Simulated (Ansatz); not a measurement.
Scan of the Si3–H6 bond length

MgSiH₄O (SMILES [MgH][O][SiH3]), singlet, at its PBE0-D4/def2-TZVP minimum:

```xyz
7
angstrom
Mg -1.9962 -0.7308 -0.5365
O -0.3570 -0.1428 -0.1028
Si 1.1139 0.3874 0.2857
H -3.5373 -1.2836 -0.9443
H 1.8360 0.9188 -0.9082
H 1.0496 1.4862 1.2946
H 1.9522 -0.7034 0.8659
```

The bond length Si3–H6 (1.493 Å at the minimum) is set to the values below, the two halves moving rigidly along the bond. Each method's energies count from its own value at the PBE0-D4 minimum structure. Computed with Ansatz 0.2.0 (basis: def2-TZVPP); correlated methods freeze the cores. The outer core shell of Li, Na, Mg and K is correlated. The def2 sets are not built for correlating such inner shells, so the correlated values are less sure here. B3LYP uses VWN-RPA correlation.

| bond length (Å) | CCSD(T) (kJ/mol) | r2SCAN-D4 (kJ/mol) | MP2 (kJ/mol) | HF (kJ/mol) |
| --- | --- | --- | --- | --- |
| 1.224 | 88.6 | 89.7 | 87.1 | 88.3 |
| 1.287 | 46.0 | 47.1 | 44.7 | 45.4 |
| 1.379 | 11.5 | 12.3 | 10.7 | 10.8 |
| 1.487 | 0.0 | 0.0 | -0.1 | -0.1 |
| 1.606 | 10.1 | 9.1 | 11.3 | 11.6 |
| 1.735 | 36.7 | 34.5 | 39.7 | 40.8 |
| 1.871 | 73.8 | 70.1 | 79.2 | 81.6 |
| 2.015 | 117.0 | 112.2 | 125.6 | 129.8 |
| 2.165 | 161.8 | 156.8 | 174.6 | 181.2 |

Minimum and curvature along this coordinate at CCSD(T): A fifth-order fit through the nearest points gives 1.487 Å, with a curvature of about 17 eV/Å².

**Question.** Treat the two halves as rigid bodies and work out the harmonic wavenumber of this stretch from that curvature (ν̃ = 521.5 √(k/μ) cm⁻¹ with k in eV/Å² and μ in u).

**Answer.** The halves weigh 71.41 and 1.01 u, so μ = 71.41 × 1.01/72.42 = 0.996 u and ν̃ = 521.5 √(17/0.996) ≈ 2200 cm⁻¹. A true normal mode mixes in other motions, so this is a guide only.

Largest difference from the CCSD(T) curve over the scan: PBE-D4 19.2; PBE0-D4 4.9; B3LYP-D4 6.7; wB97M-V 5.4 kJ/mol. Each curve counts from its own value at the minimum.

The T1 diagnostic stays at or below 0.013.

For scale, one of the runs: CCSD(T)/def2-TZVPP, 161 basis functions (an equivalent command: `ansatz run in.yaml --threads 2`). Hardware: 2 CPU threads, shared host. Wall time 46 s; peak host memory 1.3 GiB.
